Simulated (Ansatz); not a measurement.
## Zn2H3: from a trial structure to a relaxed crystal

Method: DFT PBE, scalar-relativistic, plane waves, PAW (Ansatz). Cutoff 420 eV, Γ-centred k mesh, Gaussian smearing, no spin polarisation in the final step.

The start puts Zn2H3 on the tetradymite structure type (R-3m, No. 166), with Zn in place of Bi, H in place of Te, at a guessed volume.

```
Zn H
1.0
     1.43060    0.82595    6.63153
    -1.43060    0.82595    6.63153
     0.00000   -1.65191    6.63153
Zn H
2 3
Direct
  0.40000 0.40000 0.40000
  0.60000 0.60000 0.60000
  0.00000 0.00000 0.00000
  0.20950 0.20950 0.20950
  0.79050 0.79050 0.79050
```

Cell and atoms relax at zero pressure; the relaxation can't lower the symmetry of the start. After a coarse first stage the cell is made exact in the group found at 0.06 Å.

Energies over the elements count from the elements' standard structures at the same level (H₂ as a molecule), with no empirical corrections.

What does it relax into?

It keeps R-3m (No. 166). The result has the tetradymite structure. Conventional cell: a = 3.004 Å, c = 19.718 Å. Zn is coordinated by 3 H at 1.85 Å and 3 H at 2.20 Å; H on Wyckoff site a (1 atom of the primitive cell) has 6 Zn at 2.20 Å; H on Wyckoff site c (2 atoms of the primitive cell) is coordinated by 3 Zn at 1.85 Å.

```
Zn H
1.0
     1.50210    0.86724    6.57278
    -1.50210    0.86724    6.57278
     0.00000   -1.73448    6.57278
Zn H
2 3
Direct
  0.40168 0.40168 0.40168
  0.59832 0.59832 0.59832
  0.00000 0.00000 0.00000
  0.23167 0.23167 0.23167
  0.76833 0.76833 0.76833
```

What are its volume, energy, density and gap?

The volume per atom is 10.3 Å³ and the density is 4.3 g/cm³. The energy over the elements is 0.40 eV/atom and the gap on the 12×12×12 mesh is 0 eV (a metal).

The final run used a 12×12×12 mesh on its 5-atom cell and 0.10 eV smearing. For metals, differences of a few meV/atom aren't resolved. No dispersion correction is applied, so the spacing between layers, chains or molecules is poorly fixed, and with it the volume and density. Symmetry constrained the relaxation, so the result can be a saddle point. The steps took roughly 70 core-seconds in all.

Cost: 3 runs of about 1.2 core-minutes in all, on Arm Neoverse V2 (shared hosts).